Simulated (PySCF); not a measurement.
Bond stretch in C2H6, SMILES CC. The C1–H8 bond (C1 also carries C, H, H; H8 carries nothing else) is pulled apart rigidly from the PBE0/def2-TZVP optimised geometry.

Levels: RKS-PBE = restricted PBE/def2-TZVP (PySCF); UKS-PBE = unrestricted PBE/def2-TZVP run with PySCF; RKS-PBE0 = restricted PBE0/def2-TZVP (PySCF); UKS-PBE0 = unrestricted PBE0/def2-TZVP (PySCF).

Energies relative to the lowest point of each curve near equilibrium, in kJ/mol; the last columns give the difference from UKS-PBE0:

| R / Å | RKS-PBE | UKS-PBE | RKS-PBE0 | UKS-PBE0 | RKS-PBE − UKS-PBE0 | UKS-PBE − UKS-PBE0 | RKS-PBE0 − UKS-PBE0 |
|---|---|---|---|---|---|---|---|
| 0.82 | 215.5 | 215.5 | 211.0 | 211.0 | 4.5 | 4.5 | 0.0 |
| 0.87 | 129.3 | 129.3 | 125.3 | 125.3 | 4.0 | 4.0 | 0.0 |
| 0.93 | 61.7 | 61.7 | 58.6 | 58.6 | 3.1 | 3.1 | 0.0 |
| 0.99 | 22.7 | 22.7 | 20.6 | 20.6 | 2.1 | 2.1 | 0.0 |
| 1.02 | 11.2 | 11.2 | 9.7 | 9.7 | 1.5 | 1.5 | 0.0 |
| 1.07 | 1.3 | 1.3 | 0.8 | 0.8 | 0.5 | 0.5 | 0.0 |
| 1.09 | 0.0 | 0.0 | 0.0 | 0.0 | 0.0 | 0.0 | 0.0 |
| 1.14 | 2.1 | 2.1 | 3.3 | 3.3 | -1.2 | -1.2 | 0.0 |
| 1.17 | 6.3 | 6.3 | 8.2 | 8.2 | -2.0 | -2.0 | 0.0 |
| 1.21 | 14.6 | 14.6 | 17.7 | 17.7 | -3.0 | -3.0 | 0.0 |
| 1.27 | 31.7 | 31.7 | 36.4 | 36.4 | -4.7 | -4.7 | 0.0 |
| 1.36 | 63.9 | 63.9 | 71.2 | 71.2 | -7.4 | -7.4 | 0.0 |
| 1.46 | 104.5 | 104.5 | 115.0 | 115.0 | -10.5 | -10.5 | 0.0 |
| 1.63 | 176.2 | 176.2 | 192.4 | 192.4 | -16.2 | -16.2 | 0.0 |
| 1.78 | 236.5 | 236.5 | 257.9 | 257.9 | -21.4 | -21.4 | 0.0 |
| 1.97 | 305.0 | 305.0 | 333.0 | 333.0 | -28.0 | -28.0 | 0.0 |
| 2.19 | 371.9 | 371.9 | 407.4 | 396.4 | -24.5 | -24.5 | 10.9 |
| 2.42 | 428.5 | 418.2 | 471.4 | 431.0 | -2.5 | -12.8 | 40.5 |
| 2.65 | 473.3 | 441.8 | 523.2 | 448.6 | 24.7 | -6.8 | 74.6 |
| 2.98 | 521.0 | 457.1 | 580.2 | 459.9 | 61.0 | -2.8 | 120.3 |
| 3.25 | 548.9 | 462.2 | 614.9 | 463.7 | 85.1 | -1.6 | 151.2 |

RKS-PBE is furthest from UKS-PBE0 at 3.25 (85.1 kJ/mol, above); its mean absolute difference over the points is 14.7 kJ/mol.

UKS-PBE is furthest from UKS-PBE0 at 1.97 (-28.0 kJ/mol, below); its mean absolute difference over the points is 7.5 kJ/mol.

RKS-PBE0 is furthest from UKS-PBE0 at 3.25 (151.2 kJ/mol, above); its mean absolute difference over the points is 18.9 kJ/mol.

At the longest distance RKS-PBE, RKS-PBE0 leaves fractional charges on the fragments, a sign of delocalisation error or of the restricted form. The restricted form behind RKS-PBE, RKS-PBE0 keeps the bonding electrons paired and can't separate into open-shell fragments. The unrestricted determinant behind UKS-PBE is spin-contaminated at 2.42 to 3.25 Å (<S²> up to 1.0, against 0.00 for a pure singlet). The unrestricted determinant behind UKS-PBE0 is spin-contaminated at 2.19 to 3.25 Å (<S²> up to 1.0, against 0.00 for a pure singlet).
